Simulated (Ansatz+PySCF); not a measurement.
Values are calculated unless marked as measured or tabulated.
A run of PySCF 2.14.0 on doublet HClO(+) at this shape:

```yaml
atoms:
  - { symbol: O, position_ang: [0.0021, -0.4492, 0.2751] }
  - { symbol: H, position_ang: [-0.0079, 0.3074, 0.9246] }
  - { symbol: Cl, position_ang: [0.0019, 0.1265, -1.1991] }
```

Its results:

| Property | Result |
| --- | --- |
| Converged | yes |
| Reference energy | -534.54152 hartree |
| Correlation energy | -0.41765 hartree |
| Total energy | -534.95917 hartree |
| Spin squared of the determinant | 0.777 |

Which input gives this output? Name the method, the orbitals and the basis set, and write the input.

UHF-MP2 in cc-pVTZ on H, O; cc-pV(T+d)Z on Cl.

```python
from pyscf import gto, scf, mp

# the (T+d) and (D+d) sets load through basis_set_exchange
mol = gto.M(atom="""
O 0.002060 -0.449200 0.275050
H -0.007930 0.307360 0.924610
Cl 0.001860 0.126520 -1.199150
""", basis={'Cl': 'cc-pv(t+d)z', 'H': 'cc-pvtz', 'O': 'cc-pvtz'}, charge=1, spin=1)
mf = scf.UHF(mol)
mf.kernel()
pt = mp.MP2(mf, frozen=6).run()
print(mf.e_tot, pt.e_corr, pt.e_tot)
```

Caution: MP2 on this radical cation hangs on the determinant chosen.
